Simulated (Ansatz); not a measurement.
Rock-salt PbS was calculated with G0W0@HSE06 (plane waves, hard PAW, contour deformation; Ansatz, a program for electronic structure).

The same calculation (at the measured cell, 26.185 Å³/atom) with different numerical settings; throughout: k mesh 2×2×2:

```
run  response cutoff (eV)  empty bands  quasiparticle gap on the mesh (eV)  quasiparticle gap at Γ (eV)  rough time
---  --------------------  -----------  ----------------------------------  ---------------------------  ----------
1                     100          218                               0.404                        7.659   30 core-s
2                     150          401                               0.509                        7.700   50 core-s
3                     200          618                               0.560                        7.721  100 core-s
4                     250          864                               0.584                        7.733  3 core-min
5                     300         1135                               0.598                        7.742  3 core-min
```

In the column quasiparticle gap on the mesh (eV) the first row differs from the last by -0.194 and the next to last by -0.014.

The last row is no converged limit: other settings stay fixed.

Spin–orbit coupling is not included.

Note: filled d or f shells below the valence bands can shift G0W0 gaps through exchange with them, which wasn't tested here. Note: GW on a hybrid start was not checked against another program.
